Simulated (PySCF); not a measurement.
## Ionisation of 3-methylcyclopentene

Molecule: 3-methylcyclopentene, `C[C@H]1C=CCC1` (C6H10). Coordinates in Å; atoms count from 1 in this order:
```
C     2.0210    0.0112    0.1186
C     0.5559   -0.0847    0.5200
C    -0.2109    1.2130    0.4462
C    -1.4345    1.0457   -0.0642
C    -1.6955   -0.3943   -0.4126
C    -0.2871   -1.0083   -0.3820
H     2.5788    0.6884    0.7842
H     2.5101   -0.9747    0.1609
H     2.1194    0.3936   -0.9103
H     0.5125   -0.4487    1.5668
H     0.1925    2.1600    0.8161
H    -2.1826    1.8351   -0.1740
H    -2.3615   -0.8532    0.3427
H    -2.2005   -0.5248   -1.3837
H    -0.2731   -2.0585   -0.0542
H     0.1390   -0.9799   -1.3993
```

Energies: ωB97X-D3(BJ)/ma-def2-TZVP (PySCF, density fitting, integration grid level 2) on PBE0-D3(BJ)/def2-SVP structures. Zero-point and thermal terms (298.15 K, 1 bar) come from unscaled PBE0-D3(BJ)/def2-SVP harmonic frequencies, with soft modes damped to free rotors in the entropy.

Frontier levels of the parent: HOMO -9.20 eV, LUMO 1.15 eV.

Oxidation to the radical cation:
```
Vertical ionisation energy (electronic)              : 9.01 eV
Adiabatic ionisation energy (with zero-point energy) : 8.70 eV
Adiabatic, electronic part                           : 8.79 eV
Vertical gap at the product's structure              : 8.40 eV
Inner reorganisation energy (four-point)             : 611 meV
Relaxation of product / of parent                    : 213 / 397 meV
⟨S²⟩ of the product                                  : 0.753
Largest spin populations                             : C4 0.42, C3 0.36, H (on C2) 0.08
Largest changes of atomic charge                     : C3 0.22, C4 0.22, H (on C2) 0.09, H (on C5) 0.09
Distances that move most (Å)                         : C3–C4 1.336 → 1.403; C2–C3 1.509 → 1.461; C4–C5 1.504 → 1.462; C2–H 1.109 → 1.132
Potential in THF                                     : 6.59 V absolute, 1.85 V against Fc+/Fc computed at 4.74 V (solvation -5 → -205 kJ/mol)
```

Solvents are IEF-PCM continua (electrostatics only, gas-phase structures); absolute potentials refer to an electron at rest in vacuum. Fc+/Fc in THF, 4.74 V, is ωB97X-D3(BJ)/ma-def2-TZVP on PBE0-D3(BJ)/def2-SVP structures with GFN2-xTB thermal terms. Benchmark calculations put it near 5.0 V in acetonitrile and DMSO, so it is about 0.3 V low, and the value against it can read up to that much too high.

Structures, frequencies and single points took 49 min of wall time on 1 thread of AMD EPYC 7571 (shared host), launched as `OMP_NUM_THREADS=1 python redox_run.py task.json out`.
